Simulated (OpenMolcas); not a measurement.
# One shape, several levels: AlH (SMILES [AlH])

Aim: a comparison of 6 runs (B2PLYP/6-311G, M06-2X/6-311G, PBE/6-311G, SVWN5/6-311G, r2SCAN/6-311G, MP2/6-311G) of AlH. 

The results are computed with OpenMolcas 26.06.

1 further run of the same task is left out (set aside as unsound or not needed).

**1. Starting point**

AlH has 2 atoms, charge 0, and is taken as a singlet. SMILES: `[AlH]`. The shape comes from GFN2-xTB, which is rough for such elements, and wasn't checked as a minimum.

Bond lengths: Al1–H2 1.613 Å.

**2. The energy at B2PLYP/6-311G (run 1)**

test.inp reads:

```
&GATEWAY
  BasLib=$CurrDir
  BasisSet
  Al.6-311G....
  Al1 0.000000 0.000000 0.000000 angstrom
  End of Basis
  BasisSet
  H.6-311G....
  H2 0.000000 0.000000 1.613470 angstrom
  End of Basis

&SEWARD
  GridInput
  Grid=UltraFine
  End of Grid

&SCF
  KSDFT=B2PLYP_SCF
  Thresholds=1e-10 1e-07 1e-07 1e-05
  PrOrbitals=1 1

&MBPT2
  Frozen=5
```

The basis set 6-311G is read from a file made from the Basis Set Exchange's data (not shown).

The run is started by

```console
export MOLCAS_MEM=1860
pymolcas test.inp > test.log
```

Log:

```text
--- Start Module: gateway ---
[...]
--- Stop Module: gateway /rc=_RC_ALL_IS_WELL_ ---
[...]
      Basis functions           24
[...]
--- Start Module: scf ---
[...]
       Convergence after   9 Iterations
[...]
::    Total KS-DFT energy                            -242.8279908101
[...]
      Total spin, S                                     0.0000000000
[...]
      Total electronic charge=   14.000000
      Total            charge=   -0.000000
[...]
      Dipole Moment (debye):
      Origin of the operator (angstrom)=    0.0000    0.0000    0.0581
                   X= -2.0371E-15               Y=  5.7345E-16               Z=  1.6467E-01           Total=  1.6467E-01
      Quadrupole Moment (debye*angstrom):
[...]
--- Stop Module: scf /rc=_RC_ALL_IS_WELL_ ---
[...]
--- Start Module: mbpt2 ---
[...]
 ###    WARNING: MP2 implementation intended for RHF references only         ###
 ###############################################################################
MBPT2 WARNING: Reference function according to RunFile:KS-DFT
I'll assume you know what you're doing and continue
WARNING!
Default frozen orbitals as non valence orbitals is overwritten by user input.
Default values:   2
[...]
       Reference weight ( Cref**2 )         =        0.95600
::    Total MBPT2 energy                             -242.8696548015
[...]
      Total MBPT2 calculations                           0.03      0.03
--- Stop Module: mbpt2 /rc=_RC_ALL_IS_WELL_ ---
[...]
```

Run time: 2.7 s. Hardware: 1 thread of Arm Neoverse V1, shared host; peak memory 0.37 GiB.

**3. A single-point energy at M06-2X/6-311G (run 2)**

test.inp reads:

```
&GATEWAY
  BasLib
  $CurrDir
  BasisSet
  Al.6-311G....
  Al1 0.000000 0.000000 0.000000 angstrom
  End of Basis
  BasisSet
  H.6-311G....
  H2 0.000000 0.000000 1.613470 angstrom
  End of Basis

&SEWARD
  GridInput
  Grid=UltraFine
  End of Grid

&SCF
  KSDFT
  M062X
  Thresholds
  1e-10 1e-07 1e-07 1e-05
  PrOrbitals
  1 1
```

The basis set 6-311G is read from a file made from the Basis Set Exchange's data (not shown).

The run is started by

```console
export MOLCAS_MEM=1860
pymolcas test.inp > test.log
```

Log:

```text
--- Start Module: gateway ---
[...]
--- Stop Module: gateway /rc=_RC_ALL_IS_WELL_ ---
--- Start Module: seward ---
[...]
      Basis functions           24
--- Stop Module: seward /rc=_RC_ALL_IS_WELL_ ---
--- Start Module: scf ---
[...]
       Convergence after   9 Iterations
[...]
::    Total KS-DFT energy                            -242.9451550318
[...]
      Total spin, S                                     0.0000000000
[...]
      Total electronic charge=   14.000000
      Total            charge=   -0.000000
[...]
      Dipole Moment (debye):
      Origin of the operator (angstrom)=    0.0000    0.0000    0.0581
                   X= -3.8241E-16               Y= -2.8454E-16               Z=  3.1641E-02           Total=  3.1641E-02
      Quadrupole Moment (debye*angstrom):
[...]
--- Stop Module: scf /rc=_RC_ALL_IS_WELL_ ---
[...]
```

It took 3.3 s on 1 thread of Arm Neoverse V1, shared host; peak memory 0.37 GiB.

Runs 3 to 4 aren't shown in full; the table further down has their settings and results.

**4. A single-point energy at r2SCAN/6-311G (run 5)**

test.input reads:

```
&GATEWAY
  BASLIB=$CurrDir
  BASISSET
  Al.6-311G....
  Al1 0.000000 0.000000 0.000000 angstrom
  End of Basis
  BASISSET
  H.6-311G....
  H2 0.000000 0.000000 1.613470 angstrom
  End of Basis

&SEWARD
  GRIDINPUT
  Grid=UltraFine
  End of Grid

&SCF
  KSDFT=2
  1.0 MGGA_X_R2SCAN
  1.0 MGGA_C_R2SCAN
  THRESHOLDS=1e-10 1e-07 1e-07 1e-05
  PRORBITALS=1 1
```

The basis set 6-311G is read from a file made from the Basis Set Exchange's data (not shown).

The run is started by

```console
export MOLCAS_MEM=1860
pymolcas test.input > test.log
```

Log:

```text
--- Start Module: gateway ---
[...]
--- Stop Module: gateway /rc=_RC_ALL_IS_WELL_ ---
--- Start Module: seward ---
[...]
      Basis functions           24
--- Stop Module: seward /rc=_RC_ALL_IS_WELL_ ---
--- Start Module: scf ---
[...]
       Convergence after  10 Iterations
[...]
::    Total KS-DFT energy                            -242.9306828203
[...]
      Total spin, S                                     0.0000000000
[...]
      Total electronic charge=   14.000000
      Total            charge=   -0.000000
[...]
      Dipole Moment (debye):
      Origin of the operator (angstrom)=    0.0000    0.0000    0.0581
                   X= -6.6998E-15               Y=  1.2183E-15               Z=  2.7212E-01           Total=  2.7212E-01
      Quadrupole Moment (debye*angstrom):
[...]
--- Stop Module: scf /rc=_RC_ALL_IS_WELL_ ---
[...]
```

Wall time 3.3 s (1 thread of Arm Neoverse V1, shared host); peak memory 0.37 GiB.

**5. A single-point energy at MP2/6-311G (run 6)**

test.inp reads:

```
&GATEWAY
BasLib = $CurrDir
BasisSet
Al.6-311G....
Al1 0.000000 0.000000 0.000000 angstrom
End of Basis
BasisSet
H.6-311G....
H2 0.000000 0.000000 1.613470 angstrom
End of Basis
&SEWARD
&SCF
Thresholds = 1e-10 1e-07 1e-07 1e-05
PrOrbitals = 1 1
&MBPT2
Frozen = 5
```

The basis set 6-311G is read from a file made from the Basis Set Exchange's data (not shown).

The run is started by

```console
export MOLCAS_MEM=1860
pymolcas test.inp > test.log
```

Log:

```text
--- Start Module: gateway ---
[...]
--- Stop Module: gateway /rc=_RC_ALL_IS_WELL_ ---
[...]
      Basis functions           24
[...]
--- Start Module: scf ---
[...]
       Convergence after   9 Iterations
[...]
::    Total SCF energy                               -242.4438248799
[...]
      Total spin, S                                     0.0000000000
[...]
      Total electronic charge=   14.000000
      Total            charge=   -0.000000
[...]
      Dipole Moment (debye):
      Origin of the operator (angstrom)=    0.0000    0.0000    0.0581
                   X= -2.0366E-15               Y=  7.9009E-16               Z=  3.0597E-01           Total=  3.0597E-01
      Quadrupole Moment (debye*angstrom):
[...]
--- Stop Module: scf /rc=_RC_ALL_IS_WELL_ ---
--- Start Module: mbpt2 ---
[...]
WARNING!
Default frozen orbitals as non valence orbitals is overwritten by user input.
Default values:   2
[...]
       Reference weight ( Cref**2 )         =        0.97624
::    Total MBPT2 energy                             -242.4746765783
[...]
      Total MBPT2 calculations                           0.02      0.03
--- Stop Module: mbpt2 /rc=_RC_ALL_IS_WELL_ ---
[...]
```

Run time: 1.6 s. Hardware: 1 thread of Arm Neoverse V1, shared host; peak memory 0.37 GiB.

**6. All runs side by side**

| run | level | frozen core orbitals | integration grid | energy (Eh) | dipole moment (D) of the reference | HOMO energy (eV) | LUMO energy (eV) | wall time |
| --- | --- | --- | --- | --- | --- | --- | --- | --- |
| 1 | B2PLYP/6-311G | 5 | UltraFine | -242.839240 | 0.16 | -6.45 | -0.87 | 2.7 s |
| 2 | M06-2X/6-311G | – | UltraFine | -242.945155 | 0.03 | -6.54 | -1.13 | 3.3 s |
| 3 | PBE/6-311G | – | UltraFine | -242.827490 | 0.21 | -4.80 | -2.58 | 2.8 s |
| 4 | SVWN5/6-311G | – | UltraFine | -241.904029 | 0.19 | -4.82 | -2.71 | 2.5 s |
| 5 | r2SCAN/6-311G | – | UltraFine | -242.930683 | 0.27 | -4.97 | -2.42 | 3.3 s |
| 6 | MP2/6-311G | 5 | – | -242.474677 | 0.31 | -7.71 | 0.59 | 1.6 s |

**7. Outcome**

| quantity | value |
| --- | --- |
| run 6: total energy | -242.47468 Eh |
| run 6: dipole moment (mean-field density) | 0.31 D |
| run 6: HOMO energy (Hartree–Fock orbitals) | -7.71 eV |
| run 6: LUMO energy (Hartree–Fock orbitals) | 0.59 eV |
| run 6: HOMO–LUMO gap (Hartree–Fock orbitals) | 8.30 eV |
| run 6: correlation energy (5 core orbitals frozen) | -30.9 mEh |

**Reading.** Over runs 1, 2, 3, 4, 5 the dipole moment (its size) runs from 0.03 D (M06-2X/6-311G) to 0.27 D (r2SCAN/6-311G). Over runs 1, 2, 3, 4, 5 the HOMO–LUMO gap runs from 2.11 eV (SVWN5/6-311G) to 5.58 eV (B2PLYP/6-311G). A double hybrid's value is that of its SCF part. For B2PLYP the log adds the whole second-order term; the table takes 0.27 of it, as the functional is defined. Totals of different functionals can't be ranked against each other. All runs together took 16 s, the longest 3.3 s.
